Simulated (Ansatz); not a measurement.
**Worked example: correlation energy of AlH2, doublet**

Geometry: that of the AlH2⁻, singlet, kept fixed.

```xyz
3

Al    0.0000   -0.0810    0.0000
H     0.0000    1.0848   -1.2329
H     0.0000    1.0848    1.2329
```

Basis aug-cc-pVTZ; Ansatz 0.2.0. Correlated methods freeze the noble-gas cores, which leaves 5 electrons in 91 orbitals. Prefix R: restricted or restricted open-shell reference; prefix U: unrestricted.

Full CI isn't at hand for all of this; UCCSDT(Q) serves as the reference, and is uncertain by about the last step of the cluster series.

Runs differ by some tens of microhartree through their thresholds and, for an open shell, their frozen cores, so steps under 0.03 kcal/mol mean nothing.

| level | total energy (hartree) |
| --- | --- |
| UHF | -243.021427 |
| UMP2 | -243.091839 |
| UCCSD | -243.111494 |
| UCCSD(T) | -243.113393 |
| UCCSDT | -243.114024 |
| UCCSDT(Q) | -243.114064 |

Problem. What is the correlation energy at UCCSDT(Q), and what share of it do UMP2 and UCCSD recover?

Solution. E(corr) = -243.114064 − (-243.021427) = -0.092637 hartree = -2.521 eV. UMP2: -0.070412 / -0.092637 = 76.01 %. UCCSD: -0.090067 / -0.092637 = 97.23 %.

Problem. By how many kcal/mol does UCCSD(T) miss UCCSDT(Q) (1 hartree = 627.509 kcal/mol), and which steps make up the rest?

Solution. -243.113393 − (-243.114064) = 0.000671 hartree = 0.42 kcal/mol. Steps: UCCSDT − UCCSD(T) = -0.40, UCCSDT(Q) − UCCSDT = -0.03 kcal/mol. That is within 1 kcal/mol of the reference in this basis, which itself misses far more of the correlation at the basis-set limit.
